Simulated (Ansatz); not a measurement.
# CH4S: the cost of one run

Program: Ansatz 0.2.0 through its Python package. Level of theory: PBE/6-31G*. These are calculated values, not measurements.

## (1) The system

Bond lengths: C1–S2 1.804 Å, C1–H3 1.093 Å, C1–H4 1.093 Å, C1–H5 1.093 Å, S2–H6 1.341 Å. Angles: C1–S2–H6 96.6°, S2–C1–H3 109.9°, S2–C1–H4 109.9°, S2–C1–H5 109.9°, H3–C1–H4 109.1°, H3–C1–H5 109.0°, H4–C1–H5 109.1°.

No structure file is read: the coordinates are typed or built in the script.

## (2) Script

ch4s.py reads:

```python
"""Rigid torsion scan of CH4S."""

import ansatz as az
from ase import Atoms


def main() -> None:
    atoms = Atoms(["C", "S", "H", "H", "H", "H"], positions=[
        (-0.4938, 0.009, 0.0089),
        (1.1303, 0.7867, -0.1017),
        (-0.587, -0.523, 0.9589),
        (-1.2749, 0.7707, -0.0523),
        (-0.6222, -0.7013, -0.8116),
        (1.8476, -0.342, -0.0022),
    ])

    # start the scan from a relaxed geometry
    first = (
        az.Crystal.molecule_from_ase(atoms).calculation()
        .basis(gaussian="6-31G*")
        .functional("PBE")
        .relax(force_tolerance=0.02, max_steps=80)
    )
    atoms.positions = first.run(threads=1).report["positions_ang"]

    start = atoms.get_dihedral(2, 0, 1, 5)
    energies = {}
    for turn in range(0, 360, 30):
        turned = atoms.copy()
        turned.set_dihedral(2, 0, 1, 5, start + turn, indices=[1, 5])
        base = (
            az.Crystal.molecule_from_ase(turned).calculation()
            .basis(gaussian="6-31G*")
            .functional("PBE")
        )
        energies[round((start + turn) % 360)] = base.run(threads=1).report["free_energy_ev"]
    floor = min(energies.values())
    print("dihedral H2-C0-S1-H5 (deg)   E - E(min) (kJ/mol)")
    for angle, e in sorted(energies.items()):
        print(f"{angle:8d} {96.485332 * (e - floor):14.3f}  " + "#" * int(30 * (e - floor) / max(max(energies.values()) - floor, 1e-9)))


if __name__ == "__main__":
    main()
```

## (3) The calls as engine input

The engine receives this input (first run):

```yaml
crystal:
  periodic: [false, false, false]
  atoms:
    - { symbol: C, position_ang: [-0.4938, 0.009, 0.0089] }
    - { symbol: S, position_ang: [1.1303, 0.7867, -0.1017] }
    - { symbol: H, position_ang: [-0.587, -0.523, 0.9589] }
    - { symbol: H, position_ang: [-1.2749, 0.7707, -0.0523] }
    - { symbol: H, position_ang: [-0.6222, -0.7013, -0.8116] }
    - { symbol: H, position_ang: [1.8476, -0.342, -0.0022] }
basis:
  gaussian:
    orbitals: "6-31G*"
hamiltonian:
  xc: pbe
relax:
  f_tol: 0.02
  max_steps: 80
```

## (4) The run

On the command line:

```
$ python ch4s.py
```

**Question.** How long does this script take on 1 thread of Intel Xeon 6975P-C (Granite Rapids), shared host, and how much memory does it need?

About 6 s, with a peak of 0.18 GiB.
